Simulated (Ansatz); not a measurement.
Reaction: C2H6S (ethanethiol, SMILES C(C)S) → CH3 (SMILES [CH3], doublet) + CH3S (SMILES [CH2]S, doublet) (the C-C bond breaks)
Each species at its own B3LYP-D3(BJ)/def2-TZVP minimum (Ansatz, a program for electronic structure), one conformer.

Wanted: bond dissociation energy (electronic), in kJ/mol. Radicals and triplets start from unrestricted determinants; spin-orbit coupling is neglected. CBS(X,Y): correlation extrapolated as X^-3, Hartree-Fock from the larger set. A bracket is a step between two methods taken in the basis named. Functionals run without relativity, which enters their misses. Double hybrids freeze cores in their MP2 part. '+ core + X2C': CCSD(T) terms for core correlation (cc-pwCVTZ, 1s frozen past Ne) and scalar relativity (cc-pVTZ-DK).

CCSD(T)/CBS(cc-pV(T+d)Z,cc-pV(Q+d)Z) + [CCSDT(Q) - CCSD(T)]/cc-pV(D+d)Z + core + X2C (Ansatz) gives 377.3 kJ/mol.

**Question.** What does PBE/def2-TZVPD (Ansatz) give here, and how do the other levels compare?

**Answer.** PBE gives 361.3 kJ/mol, 16.0 kJ/mol below it. Differences of the others: r2SCAN/def2-TZVPD (Ansatz) -39.3; B3LYP/def2-TZVPD (Ansatz) -33.8; PBE0/def2-TZVPD (Ansatz) -16.7; B2PLYP/def2-TZVPD (Ansatz) -19.0; CCSD(T)/CBS(cc-pV(T+d)Z,cc-pV(Q+d)Z) + core + X2C (Ansatz) 0.6 kJ/mol. Nearer than PBE: CCSD(T)/CBS(cc-pV(T+d)Z,cc-pV(Q+d)Z) + core + X2C.
